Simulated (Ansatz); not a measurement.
## Breaking a bond in [BCl2]+ (SMILES Cl[B+]Cl)

[BCl2]+: 3 atoms, total charge +1, spin state singlet. SMILES: `Cl[B+]Cl`. Geometry: relaxed at GFN2-xTB.

```xyz
3

Cl   -1.2384    0.7665   -0.5913
B     0.0007    0.0014    0.0006
Cl    1.2376   -0.7678    0.5907
```

The Cl1–B2 distance is scanned; the parts on either side stay rigid. Basis STO-3G, 11 core orbitals frozen in the correlated methods; program Ansatz 0.2.0. FCI is exact within this basis and core. Energies in eV from each method's value at 1.572 Å; methods without a U are spin-restricted. The shape above is that at 1.572 Å.

```json
{"distance (Å)": "1.572", "HF": "0.00", "revPBE": "0.00", "PBE0": "0.00", "B2PLYP": "0.00", "CCSD(T)": "0.00", "BCCD(T)": "0.00", "CCSDT(Q)": "0.00", "FCI": "0.00"}
{"distance (Å)": "1.965", "HF": "1.01", "revPBE": "0.77", "PBE0": "0.99", "B2PLYP": "0.89", "CCSD(T)": "0.79", "BCCD(T)": "0.79", "CCSDT(Q)": "0.77", "FCI": "0.78"}
{"distance (Å)": "2.358", "HF": "3.53", "revPBE": "3.05", "PBE0": "3.44", "B2PLYP": "3.23", "CCSD(T)": "2.89", "BCCD(T)": "2.90", "CCSDT(Q)": "2.87", "FCI": "2.87"}
{"distance (Å)": "3.144", "HF": "7.30", "revPBE": "5.87", "PBE0": "6.56", "B2PLYP": "6.09", "CCSD(T)": "4.77", "BCCD(T)": "4.86", "CCSDT(Q)": "4.81", "FCI": "4.86"}
{"distance (Å)": "3.930", "HF": "8.89", "revPBE": "6.75", "PBE0": "7.67", "B2PLYP": "6.62", "CCSD(T)": "4.57", "BCCD(T)": "5.02", "CCSDT(Q)": "4.92", "FCI": "5.01"}
```

Departure from the FCI curve at its largest: HF +3.88 eV at 3.93 Å; revPBE +1.74 eV at 3.93 Å; PBE0 +2.66 eV at 3.93 Å; B2PLYP +1.61 eV at 3.93 Å; CCSD(T) -0.44 eV at 3.93 Å; BCCD(T) +0.02 eV at 2.36 Å; CCSDT(Q) -0.09 eV at 3.93 Å. The curve of CCSD(T) turns over, which the reference doesn't. Restricted functionals keep the electrons paired too, and rise too high. Restricted Hartree–Fock keeps the electrons paired, so it rises far too high as the bond breaks.
